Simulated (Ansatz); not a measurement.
# Heat of formation of HNO3 (nitric acid) from total energies

The species is HNO3 (5 atoms), meant as a singlet with charge 0. As SMILES, `O=[N+]([O-])O`. Geometry: relaxed at PBE0-D4/def2-TZVP. This is one conformer, not always the lowest.

Total energies at PBE0/aug-cc-pVTZ (Ansatz 0.2.0); the atoms run unrestricted:

```tsv
species	state	energy (Eh)
HNO3	singlet	-280.717447
O	triplet	-75.016278
N	quartet	-54.542575
H	doublet	-0.501146
```

Harmonic wavenumbers at PBE0-D4/def2-TZVP, in cm⁻¹: 505, 609, 691, 814, 956, 1343, 1401, 1821, 3763.

Measured heats of formation of the gaseous atoms at 298.15 K, in kJ/mol: O 249.2, N 472.4, H 218.0. Spin-orbit lowering of the atoms at 298 K (mean of the ground term's levels less their thermal mean, from spectra), in kJ/mol: O 0.40. Take 1 Eh = 2625.50 kJ/mol, 1 cm⁻¹ = 0.0119627 kJ/mol, RT = 2.479 kJ/mol.

Problem. What heat of formation follows?

Solution. 
1. Electronic atomisation energy: 3 × (-75.016278) + (-54.542575) + (-0.501146) − (-280.717447) = 0.624892 Eh = 1640.7 kJ/mol.
2. Zero-point energy: half the sum of the wavenumbers, 5951.5 cm⁻¹ = 71.2 kJ/mol.
3. Thermal vibrational enthalpy, Σ hcν̃/(exp(hcν̃/kT) − 1): 1.6 kJ/mol. Translation, rotation and pV of a non-linear molecule: 4 RT = 9.9 kJ/mol.
4. The 5 free atoms carry 5/2 RT each: 31.0 kJ/mol.
5. Spin-orbit coupling lowers the free atoms by 3 × 0.40 = 1.2 kJ/mol.
6. Atomisation enthalpy at 298 K: 1640.7 − 1.2 − 71.2 − 1.6 − 9.9 + 31.0 = 1587.8 kJ/mol.
7. Sum of the atoms' heats of formation: 1438.0 kJ/mol. Heat of formation: 1438.0 − 1587.8 = -149.8 kJ/mol.

The tabulated value is -134.2 kJ/mol (Active Thermochemical Tables), so this level is off by -15.6 kJ/mol, or 1.0 % of the atomisation enthalpy that the table implies (1572.3 kJ/mol). Anharmonicity and any spin-orbit splitting of the molecule are left out.
